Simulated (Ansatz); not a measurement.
Abridged output of a molecular run in Ansatz:

```
Functional definition: HF
863 factors; integrals over basis functions are off by at most 8.8e-4 eV
mean field evaluation 1: about -4087.1092 eV, gradient 1.6e1 eV
mean field evaluation 2: about -4087.1100 eV, gradient 1.6e1 eV
mean field evaluation 4: about -4088.2696 eV, gradient 3.3e0 eV
mean field evaluation 8: about -4088.4883 eV, gradient 2.6e-1 eV
mean field evaluation 16: about -4088.4581 eV, gradient 3.1e0 eV
mean field evaluation 32: about -4088.4785 eV, gradient 3.4e-1 eV
mean field -4088.49021264 eV, -150.2492440362 hartree, gradient 3.8e-6 eV, S^2 0.762562; 4 other end points of the search recorded, 0 dependent functions left out
2 core orbitals not correlated: weight in the atoms' cores, before any rotation towards them, 1.000 or more for the frozen orbitals, at most 0.000 for the correlated occupied ones
reference -4088.49021264 eV, -150.2492440362 hartree; 7, 6 occupied and 131, 132 virtual orbitals, 863 factors
second order -13.03523609 eV of doubles, -0.00000000 eV of singles
cycle   1  -12.87784982 eV  change    1.6e-1 eV  update   8.6e-2
cycle   2  -13.24739864 eV  change   -3.7e-1 eV  update   2.9e-2
cycle   3  -13.35347419 eV  change   -1.1e-1 eV  update   2.5e-2
cycle   4  -13.35153436 eV  change    1.9e-3 eV  update   1.3e-2
cycle   5  -13.35981610 eV  change   -8.3e-3 eV  update   6.4e-3
cycle   6  -13.36207710 eV  change   -2.3e-3 eV  update   1.4e-3
cycle   7  -13.36180288 eV  change    2.7e-4 eV  update   4.2e-4
cycle   8  -13.36195149 eV  change   -1.5e-4 eV  update   1.7e-4
cycle   9  -13.36184994 eV  change    1.0e-4 eV  update   5.4e-5
cycle  10  -13.36185407 eV  change   -4.1e-6 eV  update   1.9e-5
cycle  11  -13.36187571 eV  change   -2.2e-5 eV  update   7.9e-6
cycle  12  -13.36187017 eV  change    5.5e-6 eV  update   3.3e-6
perturbative correction -0.52378355 eV, -0.0192486904 hartree
Total energy: -4102.37586636 eV, -150.7595323984 hartree
Checks for a lower state left out: cluster_reference
```

Its atoms:

```xyz
3

O    -0.483    0.140   -0.876
O     0.436   -0.169    0.002
H     0.047    0.029    0.874
```

Problem. Which basis set was used?
A. cc-pV(D+d)Z
B. cc-pV(Q+d)Z
C. def2-SVPD
D. def2-SVP

Solution. B. It gives 140 functions.

Problem. Write the keys of the input that set method, charge and spin (a neutral closed shell needs none for the last two).

Solution. 
```yaml
magnetization: {spin_polarized: true, initial_magnetization: 1}
correlation: {method: ccsd_t}
scf: {omitted_lower_state_checks: [cluster_reference]}
```
